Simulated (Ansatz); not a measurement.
# OF+ (triplet): wave-function methods side by side, def2-QZVPP

An exercise on one series of results from a longer session: the logs are not shown, and one member is left open.

Method: def2-QZVPP, core rule «outside noble gas», up to 2 orbitals frozen; program: Ansatz 0.2.0, Gaussian basis.

To be run: UHF; ROHF; CCSD(T) on UHF.

2 further runs of the same task are left out: 2 set aside as unsound or not needed.

## What is computed

The geometry is a PBE0/def2-TZVP stationary point (not a proven minimum) of the parent state, kept for this charge and spin.

2 atoms, charge 1, spin multiplicity 3.

Atoms are counted from 1 here; the program's logs count them from 0.

Bond lengths: O1–F2 1.208 Å.

Coordinates:

```
O     0.0000    0.0000    0.0000
F     0.0000    0.0000    1.2083
```

Set-up of the first run:

in.yaml reads:

```yaml
crystal:
  periodic: [false, false, false]
  atoms:
    - {symbol: O, position_ang: [0.000000, 0.000000, 0.000000]}
    - {symbol: F, position_ang: [0.000000, 0.000000, 1.208300]}
basis:
  gaussian: {orbitals: "def2-QZVPP.json"}
total_charge: 1
magnetization: {spin_polarized: true, initial_magnetization: 2}
hamiltonian: {xc: hf}
output: {orbitals: {seedname: orbitals}}
```

The run is started by

```bash
> ansatz run in.yaml --threads 1 --pin off --events-out ev --progress --plain --max-ram 2393MiB
```

Among the steps run: UHF; ROHF; CCSD(T) on UHF.

One of the session's tables, all rows but one given; the rest of the session is left out.

```
  method  from UCCSD(T) (meV)
    ROHF             +13476.6
     UHF             +13094.5
    UMP2               +901.9
   UCCSD                    ?
UCCSD(T)                    0
```

Estimate the missing values for UCCSD.

As computed: from UCCSD(T) (meV): +505.8. In the column «from UCCSD(T) (meV)» it lies between UCCSD(T) (0) and UMP2 (+901.9).
